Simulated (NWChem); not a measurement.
Program: NWChem. System: hydrogen fluoride (HF), charge 0, spin multiplicity 1, at a geometry optimised with B3LYP/def2-SVP. Level: PBE/def2-SVP.

Input file:

```
start mol
memory heap 200 mb stack 900 mb global 1100 mb
geometry units angstroms nocenter noautoz noautosym
  F      0.000000     0.000000     0.092475
  H      0.000000     0.000000    -0.832277
end
basis spherical
  * library def2-svp
end
dft
  xc xpbe96 cpbe96
  semidirect memsize 60000000 filesize 0
  iterations 100
end
task dft energy
```

Part of the output:

```
             Northwest Computational Chemistry Package (NWChem) 7.3.0
             --------------------------------------------------------

                                NWChem Input Module
                                -------------------

 Scaling coordinates for geometry "geometry" by  1.889725989
 (inverse scale =  0.529177249)

                             Geometry "geometry" -> ""
                             -------------------------

 Output coordinates in angstroms (scale by  1.889725989 to convert to a.u.)

  No.       Tag          Charge          X              Y              Z
 ---- ---------------- ---------- -------------- -------------- --------------
    1 F                    9.0000     0.00000000     0.00000000     0.09247500
    2 H                    1.0000     0.00000000     0.00000000    -0.83227700

 Effective nuclear repulsion energy (a.u.)       5.1501324041

            Nuclear Dipole moment (a.u.)
            ----------------------------
        X                 Y               Z
 ---------------- ---------------- ----------------
     0.0000000000     0.0000000000    -0.0000037795


 Summary of "ao basis" -> "" (spherical)
 ------------------------------------------------------------------------------
       Tag                 Description            Shells   Functions and Types
 ---------------- ------------------------------  ------  ---------------------
 *                          def2-svp                  on all atoms

  pbe96 is a nonlocal functional; adding pw91lda local functional.

                                 NWChem DFT Module
                                 -----------------

 Summary of "ao basis" -> "ao basis" (spherical)
 ------------------------------------------------------------------------------
       Tag                 Description            Shells   Functions and Types
 ---------------- ------------------------------  ------  ---------------------
 F                          def2-svp                 6       14   3s2p1d
 H                          def2-svp                 3        5   2s1p

 Summary of "ao basis" -> "ao basis" (spherical)
[...]
    16      0.070079  2 H  s                 19      0.036587  2 H  pz

 Vector    4  Occ=2.000000D+00  E=-3.088642D-01
              MO Center= -3.0D-11, -3.9D-11,  7.4D-02, r^2= 4.4D-01
   Bfn.  Coefficient  Atom+Function         Bfn.  Coefficient  Atom+Function
  ----- ------------  ---------------      ----- ------------  ---------------
     4      0.493328  1 F  px                 5      0.449844  1 F  py
     7     -0.348822  1 F  px                 8     -0.318075  1 F  py
    17     -0.025578  2 H  px

 Vector    5  Occ=2.000000D+00  E=-3.088642D-01
              MO Center=  9.3D-09, -1.0D-08,  7.4D-02, r^2= 4.4D-01
   Bfn.  Coefficient  Atom+Function         Bfn.  Coefficient  Atom+Function
  ----- ------------  ---------------      ----- ------------  ---------------
     5     -0.493328  1 F  py                 4      0.449844  1 F  px
     8      0.348822  1 F  py                 7     -0.318075  1 F  px
    18      0.025578  2 H  py

 Vector    6  Occ=0.000000D+00  E= 2.732945D-02
              MO Center= -6.5D-10,  7.2D-10, -9.9D-01, r^2= 1.8D+00
   Bfn.  Coefficient  Atom+Function         Bfn.  Coefficient  Atom+Function
  ----- ------------  ---------------      ----- ------------  ---------------
    16      1.159283  2 H  s                  3     -0.601285  1 F  s
     9      0.337412  1 F  pz                 6     -0.305061  1 F  pz
    15      0.234848  2 H  s                  2     -0.152151  1 F  s
     1     -0.083390  1 F  s

 Vector    7  Occ=0.000000D+00  E= 5.277735D-01
              MO Center=  1.1D-10, -1.2D-10, -8.0D-01, r^2= 1.3D+00
   Bfn.  Coefficient  Atom+Function         Bfn.  Coefficient  Atom+Function
  ----- ------------  ---------------      ----- ------------  ---------------
    15      1.289703  2 H  s                 16     -1.054560  2 H  s
     6     -0.398289  1 F  pz                19     -0.218829  2 H  pz
     3      0.170622  1 F  s                  9      0.148443  1 F  pz
     2     -0.132918  1 F  s                 12      0.080728  1 F  d  0
     1     -0.040382  1 F  s

 Vector    8  Occ=0.000000D+00  E= 1.070811D+00
              MO Center= -1.2D-11, -2.6D-11, -3.2D-02, r^2= 8.8D-01
   Bfn.  Coefficient  Atom+Function         Bfn.  Coefficient  Atom+Function
  ----- ------------  ---------------      ----- ------------  ---------------
     7      0.687400  1 F  px                 4      0.676760  1 F  px
     8      0.620685  1 F  py                 5      0.611078  1 F  py
    17      0.161290  2 H  px                18      0.145636  2 H  py

 center of mass
 --------------
 x =   0.00000000 y =   0.00000000 z =   0.08671970

 moments of inertia (a.u.)
 ------------------
           2.922706703949           0.000000000000           0.000000000000
           0.000000000000           2.922706703949           0.000000000000
           0.000000000000           0.000000000000           0.000000000000

     Multipole analysis of the density
     ---------------------------------

     L   x y z        total         alpha         beta         nuclear
     -   - - -        -----         -----         ----         -------
     0   0 0 0     -0.000000     -5.000000     -5.000000     10.000000

     1   1 0 0     -0.000000     -0.000000     -0.000000      0.000000
     1   0 1 0      0.000000      0.000000      0.000000      0.000000
     1   0 0 1     -0.708174     -0.354085     -0.354085     -0.000004

     2   2 0 0     -4.006310     -2.003155     -2.003155      0.000000
     2   1 1 0      0.000000      0.000000      0.000000      0.000000
     2   1 0 1     -0.000000     -0.000000     -0.000000      0.000000
     2   0 2 0     -4.006310     -2.003155     -2.003155      0.000000
     2   0 1 1      0.000000      0.000000      0.000000      0.000000
     2   0 0 2     -2.627060     -2.687764     -2.687764      2.748468

 Task  times  cpu:        0.3s     wall:        0.3s

 Total times  cpu:        0.3s     wall:        0.3s
```
